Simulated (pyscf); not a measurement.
A first-order saddle from PySCF, ωB97X-D3(BJ)/def2-SVP:

```xyz
4

Sn     0.3178     0.4282    -1.0866
O      1.9680     0.9573    -1.6296
Cl    -0.1263     0.1664     1.4447
H     -1.0683    -0.0402    -0.1304
```
Charge 0, spin multiplicity 1.

Surface: singlet, charge 0. Lowest wavenumbers (cm⁻¹): 1246i, 140, 327, 414, 876.

**Question.** Which two sides does it connect, and which bonds change?

**Answer.** O=Sn: [singlet] + hydrogen chloride (HCl) ⇌ O=SnH–Cl, an insertion read from left to right: Cl–H broken and Cl–Sn, H–Sn formed. At CCSD(T)/def2-TZVPP + ΔMP2(QZVPP) it lies +1.77 eV from the left side and +1.42 eV from the right (each side as separated species at their lowest minima found). O=SnH–Cl lies 3.03 eV over its isomer HO–Sn:–Cl [singlet], and others may lie lower still (electronic energy, ωB97M-D3(BJ)). One saddle was located; it need not be the lowest between these sides. The CCSD(T) − MP2 part came from Ansatz, without density fitting, on the same reference. The largest closed-shell T1 diagnostic is 0.033, which may signal static correlation. The frozen core leaves the outer d or s,p core shells of the metals and heavy elements correlated in the MP2 and CC values, and def2-TZVPP describes them poorly, which can shift differences by a few kcal/mol. Elements past Kr carry the def2 core potentials, without spin-orbit coupling.
